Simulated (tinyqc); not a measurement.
A ladder of methods, and size consistency: correlation methods against full CI in the sto-6g basis, for H2O, spin multiplicity 1. Computed by the program tinyqc with PySCF. Command: `OMP_NUM_THREADS=1 python tinyqc.py 114115 114116 out.jsonl`; one thread of a shared host (Intel(R) Xeon(R) Processor @ 2.60GHz), about 1 s.

Geometry (angstrom):
```
atom       x        y       z
O     0.0000   0.0000  0.0000
H     0.0000   0.8730  0.6770
H     0.0000  -0.8730  0.6780
```

RHF energy of one = -75.654693 hartree

All electrons correlated; +Q is the Davidson correction (1 - c0^2) E_corr. The last columns treat two copies 100 angstrom apart as one system. FCI is the lowest singlet.

Correlation energies (hartree):
```
method   E_corr of one  share of FCI (%)  E_corr of two at 100 angstrom  two minus twice one (mhartree)
MP2          -0.049970           69.0982                      -0.099939                          0.0000
CISD         -0.070468           97.4434                      -0.134965                          5.9714
CISD+Q       -0.073735          101.9609                      -0.145903                          1.5665
CCSD         -0.072088           99.6840                      -0.144177                          0.0000
CCSD(T)      -0.072191           99.8261                      -0.144382                          0.0000
FCI          -0.072317          100.0000                              -                               -
```

MP2 recovers 69 %, CISD 97.4 % and CCSD 99.7 % of the FCI value (c0^2 = 0.954 in CISD). MP2 and coupled cluster are size consistent, so their last column vanishes; CISD loses 5.97 mhartree, since a double excitation on each copy is a quadruple of the pair, and the Davidson correction leaves +1.57.
